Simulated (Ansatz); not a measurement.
# CH4 (singlet): wave-function methods side by side, 6-31G*

One table from this session's results is given with a row withheld; the runs are named, their logs left out.

The runs use Ansatz 0.2.0, Gaussian basis; 6-31G*, core rule «outside noble gas», up to 1 orbitals frozen.

Plan: UHF; CCSD(T) on RHF; BCCD(T) on RHF; CISD; CCSDT(Q) on RHF; CISDTQ; CCSDTQ on RHF; CASSCF and MRCISD+Q, 8 electrons in 8 orbitals; CASSCF and NEVPT4(SD), 8 electrons in 8 orbitals; CASSCF and NEVPT2, 8 electrons in 8 orbitals; Full CI.

9 further runs of the same task are left out: 9 set aside as unsound or not needed.

### The system

The geometry is an MP2(full)/6-31G* stationary point (not a proven minimum).

5 atoms, charge 0, spin multiplicity 1.

Atoms are counted from 1 here; the program's logs count them from 0.

Bond lengths: C1–H2 1.090 Å, C1–H3 1.090 Å, C1–H4 1.090 Å, C1–H5 1.090 Å. Angles: H2–C1–H3 109.5°, H2–C1–H4 109.5°, H2–C1–H5 109.5°, H3–C1–H4 109.5°, H3–C1–H5 109.5°, H4–C1–H5 109.5°.

The first run:

Input file in.yaml:

```yaml
crystal:
  periodic: [false, false, false]
  atoms:
    - {symbol: C, position_ang: [0.000000, 0.000000, 0.000000]}
    - {symbol: H, position_ang: [0.629118, 0.629118, 0.629118]}
    - {symbol: H, position_ang: [-0.629118, -0.629118, 0.629118]}
    - {symbol: H, position_ang: [0.629118, -0.629118, -0.629118]}
    - {symbol: H, position_ang: [-0.629118, 0.629118, -0.629118]}
basis:
  gaussian: {orbitals: "6-31G*"}
magnetization: {spin_polarized: true, initial_magnetization: 0}
hamiltonian: {xc: hf}
output: {orbitals: {seedname: orbitals}}
```

Launch:

```sh
> ansatz run in.yaml --threads 1 --pin off --events-out ev --progress --plain --max-ram 2764MiB --backend cpu
```

Steps of the session up to this table: UHF; CCSD(T) on RHF; BCCD(T) on RHF; CISD; CCSDT(Q) on RHF; CISDTQ; CCSDTQ on RHF; CASSCF and MRCISD+Q, 8 electrons in 8 orbitals; CASSCF and NEVPT4(SD), 8 electrons in 8 orbitals; CASSCF and NEVPT2, 8 electrons in 8 orbitals; Full CI.

One table of the session follows, with a row left open; its other results are not shown here.

| method | from FCI (kcal/mol) |
| --- | --- |
| RHF | +101.17 |
| RMP2 | +14.90 |
| CISD | +5.91 |
| RCCSD | +2.06 |
| RCCSD(T) | +0.28 |
| BCCD(T) | ? |
| RCCSDT | +0.05 |
| CISDTQ | +0.18 |
| RCCSDT(Q) | 0.00 |
| RCCSDTQ | +0.01 |
| CASSCF valence | +49.28 |
| NEVPT2 valence | +11.69 |
| NEVPT4(SD) valence | +1.34 |
| MRCISD valence | +1.37 |
| MRCISD+Q valence | +0.07 |
| FCI | 0 |

Estimate the missing values for BCCD(T).

The run gave: from FCI (kcal/mol): +0.27. In the column «from FCI (kcal/mol)» it lies between CISDTQ (+0.18) and RCCSD(T) (+0.28).
